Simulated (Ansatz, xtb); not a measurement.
# C2H6O2+: where a starting geometry ends

The starting geometry of this gas-phase doublet was built from a drawn formula by distance geometry and a force field; its bonds are those of `[O]CC[OH2+]`.

```xyz
10

C    -1.2798    0.2773   -0.3808
C    -0.0658   -0.6584   -0.5094
O    -1.3256    1.0248   -1.4845
O     0.7014   -0.0275   -1.5500
H    -2.1530   -0.3032   -0.0244
H    -1.0569    0.8649    0.6255
H    -0.4078   -1.6524   -0.8529
H     0.5072   -0.7439    0.4058
H     0.8470    0.8980   -1.1951
H    -0.1044    0.2906   -2.1282
```

**Question.** Predict what becomes of its bonds when it is optimised with r2SCAN-D4/def2-SVP.

**Answer.** It rearranges, giving a structure given below by its coordinates. Distances that change by over a tenth: C1–C2 (1.54 → 1.77 Å). Contacts that open: O4–H10 (1.04 → 3.06 Å). Contacts that close: O3–H10 (1.56 → 0.98 Å).

The energy falls by 1.39 eV over 38 steps:

| step | E − E(last) (eV) |
| --- | --- |
| 1 | 1.389 |
| 5 | 0.584 |
| 9 | 0.518 |
| 13 | 0.506 |
| 17 | 0.392 |
| 22 | 0.265 |
| 26 | 0.259 |
| 30 | 0.225 |
| 34 | 0.005 |
| 38 | 0.000 |

Final geometry (Å):

```yaml
atoms:
  - { symbol: C, position_ang: [-1.3288, 0.2223, -0.5149] }
  - { symbol: C, position_ang: [0.3019, -0.4442, -0.3323] }
  - { symbol: O, position_ang: [-1.2585, 1.5377, -0.6932] }
  - { symbol: O, position_ang: [0.9531, -0.3658, -1.4936] }
  - { symbol: H, position_ang: [-1.7442, -0.3740, -1.3438] }
  - { symbol: H, position_ang: [-1.7128, -0.0219, 0.4879] }
  - { symbol: H, position_ang: [0.0721, -1.4550, 0.0435] }
  - { symbol: H, position_ang: [0.7080, 0.2629, 0.4052] }
  - { symbol: H, position_ang: [0.8867, -1.1858, -2.0184] }
  - { symbol: H, position_ang: [-1.2154, 1.7940, -1.6342] }
```

From the same start GFN2-xTB reaches the same bonding as this run.

The end wasn't checked by frequencies. Open shells are spin-unrestricted. Run with Ansatz 0.2.0, 3 min on 2 threads of Arm Neoverse V1 (shared host).
